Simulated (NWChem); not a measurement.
**Correlation energy of fluorine (F$_{2}$)**

```xyz
2

F      0.0000     0.0000     0.6882
F      0.0000     0.0000    -0.6882
```
Charge 0, spin multiplicity 1.

The numbers come from NWChem runs, not from measurements. Structure: optimised with PBE0/def2-SVP, a minimum by its harmonic frequencies.

Basis set: cc-pVDZ. Each correlation energy counts from its own Hartree-Fock reference.

The correlated methods keep 2 core orbitals frozen. No row is a measurement; the coupled-cluster row has its own basis-set and correlation limits.

| method | correlation energy (mHa) |
|---|---|
| RI-MP2 | -390.0 |
| CR-CCSD(T) | -405.6 |
| SCS-MP2 | -380.5 |
| CCSD+T(CCSD) | … |
| MP2 | -390.0 |
| CR-CCSD[T] | … |
| CCSD | … |
| CCSD(T) | … |

Question: Fill in the missing entries.

Answer: 
- CCSD+T(CCSD), correlation energy (mHa): -407.4
- CR-CCSD[T], correlation energy (mHa): -405.9
- CCSD, correlation energy (mHa): -398.7
- CCSD(T), correlation energy (mHa): -407.0
